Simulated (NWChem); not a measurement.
Correlation energy of NO

```xyz
2

N      0.0000     0.0000     0.6093
O      0.0000     0.0000    -0.5331
```
Charge 0, spin multiplicity 2.

The numbers come from NWChem runs, not from measurements. All single points use one geometry, from UPBE0/def2-SVP, a minimum by its harmonic frequencies.

Basis set: cc-pVTZ. Each correlation energy counts from its own Hartree-Fock reference.

The correlated methods keep 2 core orbitals frozen. The structure started from a generated list of species. The unpaired electrons of the parent sit in orbitals of symmetry b2 (C2v labels of the run); other states weren't searched. The stability of the SCF solutions was not checked. Open-shell Hartree-Fock references start from PBE0 orbitals. Coupled-cluster values serve here as a point of comparison, not as the truth.

| method | correlation energy (mHa) |
|---|---|
| CCSD[T] on UHF | (withheld) |
| CCSD[T] on ROHF | -428.4 |
| CCSD on ROHF | (withheld) |
| CCSD on UHF | -400.6 |
| URI-MP2 | -395.7 |
| UMP2 | -395.7 |
| SCS-UMP2 | -384.8 |
| CCSD(T) on UHF | (withheld) |
| CCSD(T) on ROHF | -426.8 |

### Question
Complete the blanks.

### Answer

- CCSD[T] on UHF, correlation energy (mHa): -420.4
- CCSD on ROHF, correlation energy (mHa): -407.7
- CCSD(T) on UHF, correlation energy (mHa): -418.8
